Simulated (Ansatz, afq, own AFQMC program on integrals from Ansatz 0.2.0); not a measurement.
Two steps: Ansatz 0.2.0 writes the Fock matrix and Cholesky factors of the valence space, and afq projects on them the lowest state that overlaps trial and start.

```yaml
crystal:
  periodic: [false, false, false]
  atoms:
    - {symbol: N, position_ang: [-1.768280, 0.019973, -0.019236]}
    - {symbol: H, position_ang: [-2.065560, 0.987807, -0.019236]}
    - {symbol: H, position_ang: [-2.065559, -0.382326, 0.861023]}
    - {symbol: H, position_ang: [-0.664280, 0.019973, -0.019236]}
    - {symbol: Si, position_ang: [1.003720, 0.019973, -0.019236]}
    - {symbol: H, position_ang: [1.400154, -1.459540, -0.019236]}
basis:
  gaussian: {orbitals: cc-pVTZ}
magnetization: {spin_polarized: true, initial_magnetization: 1}
correlation: {method: ccsd_t, electrons: outside_noble_gas, hamiltonian_folder: ham}
```

```sh
$ ansatz run in.yaml --threads 1 --pin off --events-out ev --progress --plain --max-ram 16896MiB --backend cuda --devices 0, --max-vram 18GiB
```

afq runs on the folder ham with

```
--method phaseless --trial cisd --walkers 600 --populations 10 --least-time 60 --time-step 0.005 --steps-per-block 50 --equilibration-blocks 28 --max-blocks 4000 --target-error 0.00021 --factor-cut 1e-05 --start spin_pure --seed 3437 --release-times 0.24,0.51,0.99,1.62,2.4 --release-step 0.03 --release-every 3 --taylor-order 6
```

Times are imaginary, in 1/Eh. The walk had a cap of 230 s. With eight or more populations the least sampling time is a fifth of least-time, and the error comes from their spread.

afq prints:

```
orbitals 114  electrons 7 6  factors 685 of 691
reference energy -345.61100119 Eh
CCSD correlation -0.36510786 Eh in 21 cycles, weight of the determinant in the CISD state 0.8422
energy of the start -345.970911 Eh
 block  time / (1/Eh)  mean weight  energy / Eh
     1     0.250  0.9997  -345.969375
     2     0.500  0.9997  -345.975613
     3     0.750  0.9996  -345.980346
     4     1.000  0.9997  -345.984547
     5     1.250  0.9999  -345.990552
     7     1.750  0.9997  -345.988511
     9     2.250  0.9998  -345.989199
    11     2.750  1.0001  -345.992218
    21     5.250  0.9992  -345.989965
    31     7.750  1.0001  -345.995821
    41    10.250  0.9999  -345.993681
    51    12.750  1.0005  -345.991209
    61    15.250  0.9999  -345.992798
    71    17.750  1.0001  -345.991534
    81    20.250  0.9996  -345.989839
    91    22.750  1.0013  -345.990505
   101    25.250  0.9994  -345.988971
   111    27.750  1.0005  -345.994948
   116    29.000  1.0005  -345.988097
   121    30.250  0.9992  -345.991467
   131    32.750  1.0008  -345.991717
   141    35.250  1.0008  -345.989426
   151    37.750  1.0012  -345.993721
   161    40.250  1.0002  -345.992363
   171    42.750  0.9999  -345.991201
   181    45.250  0.9985  -345.989839
   191    47.750  1.0007  -345.988992
   201    50.250  0.9992  -345.991373
   211    52.750  1.0007  -345.989957
error from the spread of 10 populations
released: time / (1/Eh)  energy / Eh  error  mean overlap
  0.24  -345.991282  0.000364  0.9987
  0.51  -345.991437  0.000142  0.9881
  0.99  -345.991981  0.000252  0.9838
  1.62  -345.992310  0.000350  0.9695
  2.40  -345.991772  0.000418  0.9637
energy -345.991162 +/- 0.000362 Eh
(rows thinned)
```

The run passed its tests (sampling time, drift between the halves within three errors, error under three times the target), which doesn't prove that it has relaxed, ending at its cap on processor time.

Against this walk (error 9.8 meV) on the same determinant: CCSD(T) 30.4 meV higher. The error is statistical and leaves out the bias of the constraint. Released to 2.40 1/Eh the energy moves by -17 ± 15 meV (both errors), within twice the noise.

Cautions: constraint bias not in the error; error above the target (9.8 against 5.7 meV); unrestricted determinant slightly spin contaminated (⟨S²⟩ 0.80 against 0.75).

The walk took 3.8 min on 1 × NVIDIA H100 80GB HBM3 with 2 threads of AMD EPYC 7R13 Processor (Zen 3) (shared host) (the card was shared). The log's last line is the phaseless energy.
